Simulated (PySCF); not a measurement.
**How the numerical set-up moves the result for NaH2⁻**

Which parts of the numerical set-up matter for NaH2⁻? Each run edits the base script.

The runs use PySCF 2.14.0; method and basis as typed in the scripts.

1 further run of the same task is left out (it didn't finish).

### Step 1. The starting structure

NaH2⁻: 3 atoms, charge -1, spin multiplicity 1.

Bond lengths: Na1–H2 2.065 Å, Na1–H3 2.065 Å. Angles: H2–Na1–H3 180.0°.

### Step 2. The run that the others are compared with

Input file input.py:

```python
from pyscf import gto, dft

mol = gto.M(
    atom='Na 0 0 0; H 0 0 2.0649; H 0 0 -2.0649',
    basis='minao',
    charge=-1,
    spin=0,
    verbose=3,
)
mf = dft.RKS(mol, xc='pw91')
mf.kernel()
mf.analyze()
print('orbital energies (hartree):', mf.mo_energy[..., max(0, mol.nelec[1]-3):mol.nelec[0]+3].round(4))
```

On the command line:

```bash
$ OMP_NUM_THREADS=1 python input.py
```

Its log is not repeated here.

In short: E(SCF) = -163.368908 Eh.

The dipole of an ion depends on the origin.

### Step 3. Cc-pvdz

Edit 1 changes basis set: minao → cc-pvdz.

Input file input.py:

```python
from pyscf import gto, dft

mol = gto.M(
    atom='Na 0 0 0; H 0 0 2.0649; H 0 0 -2.0649',
    basis='cc-pvdz',
    charge=-1,
    spin=0,
    verbose=3,
)
mf = dft.RKS(mol, xc='pw91')
mf.kernel()
mf.analyze()
print('orbital energies (hartree):', mf.mo_energy[..., max(0, mol.nelec[1]-3):mol.nelec[0]+3].round(4))
```

On the command line:

```bash
$ OMP_NUM_THREADS=1 python input.py
```

### Step 4. Ano-rcc-vdzp (X2C on)

Edit 2 changes basis set: minao → ano-rcc-vdzp; spin-free X2C: off → on.

input.py: that of step 2 with these lines changed.

```diff
@@ -4,3 +4,3 @@
     atom='Na 0 0 0; H 0 0 2.0649; H 0 0 -2.0649',
-    basis='minao',
+    basis='ano-rcc-vdzp',
     charge=-1,
@@ -10,2 +10,3 @@
 mf = dft.RKS(mol, xc='pw91')
+mf = mf.sfx2c1e()
 mf.kernel()
```

Q: Predict the outcome of this session. Wanted: for each run, E(SCF); from base; gap.

As calculated:

| run | E(SCF) (hartree) | from base (eV) | gap (eV) | functions |
| --- | --- | --- | --- | --- |
| base | -163.368908 | 0 | 3.65 | 8 |
| cc-pvdz | -163.417717 | -1.3282 | 2.58 | 28 |
| ano-rcc-vdzp (X2C on) | -163.637951 | not comparable | 3.14 | 28 |

**Reading.** The highest filled level of this anion is positive: the basis lacks diffuse functions or the electron is not bound, so these numbers hang on the basis. cc-pvdz (28 functions) gives an energy 1.33 eV lower than minao (8).
